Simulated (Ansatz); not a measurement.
We consider zinc-blende HgTe, described by PBE0 (Ansatz, a quantum-chemistry and plane-wave program, plane waves, PAW).

Settings: plane-wave cutoff 460 eV, 8×8×8 k mesh, Fermi–Dirac smearing 0.01 eV, scalar-relativistic PAW data made under PBE.

On both sides of the equilibrium volume: at 34.661 Å³/atom the pressure is 0.72 GPa and the direct gap at Γ 0.410 eV; at 36.120 Å³/atom they are -0.96 GPa and 0.277 eV. The fitted bulk modulus is 41.5 GPa.

Task: Work out the volume deformation potential of this gap and its pressure coefficient, in two ways.

Result: a_V = dE_g/d ln V = (0.277 − 0.410)/ln(36.120/34.661) = -3.23 eV. Since dP = −B d ln V, dE_g/dP = −a_V/B = 78 meV/GPa. Straight from the pressures: (0.410 − 0.277)/(0.72 − (-0.96)) = 79 meV/GPa. At this level and over this range the gap at Γ widens under pressure.

Spin–orbit coupling is not included; with these elements it can move the gap by several tenths of an eV or more.
